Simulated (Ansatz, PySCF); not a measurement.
System: thiooxirane, C$_{2}$H$_{4}$S, charge 0, multiplicity 1. 
Coordinates optimised at B3LYP-D3(BJ)/def2-TZVP (Ansatz, a first-principles code):
SMILES: S1CC1
```xyz
7

C      0.0060    -0.7464    -0.7914
S     -0.0041     0.0076     0.8672
C      0.0015     0.7325    -0.8043
H     -0.9035    -1.2637    -1.0683
H      0.9212    -1.2581    -1.0598
H      0.9136     1.2450    -1.0816
H     -0.9112     1.2394    -1.0901
```

Total electronic energies in hartree. Cores are frozen in the correlated levels unless marked. Spin-orbit coupling is left out. Non-relativistic. CBS marks a two-point X^-3 extrapolation of the correlation energy; Hartree-Fock from the larger set. The bracket is a focal-point correction in the basis named.

| level | program | energy (Eh) |
|---|---|---|
| RI-HF/cc-pV(Q+d)Z | Ansatz | -475.62104 |
| BP86/def2-TZVPD | PySCF | -476.87011 |
| r2SCAN/def2-TZVPD | Ansatz | -476.74955 |
| PBE0-D3(BJ)/def2-TZVPD | Ansatz + dftd3 | -476.59594 |
| HSE06-D3(BJ)/def2-TZVPD | Ansatz + dftd3 | -476.58264 |
| LC-wPBE-D3(BJ)/def2-TZVPD | Ansatz + dftd3 | -476.66569 |
| B2PLYP-D4/def2-TZVPD | Ansatz + dftd4 | -476.62381 |
| MP2/cc-pVTZ | Ansatz | -476.12629 |
| RI-MP2/CBS(cc-pV(T+d)Z,cc-pV(Q+d)Z)+[CCSD(T)-MP2]/cc-pV(T+d)Z | Ansatz | -476.2550 |

Totals of different functionals don't rank their quality; only differences between species are comparable.
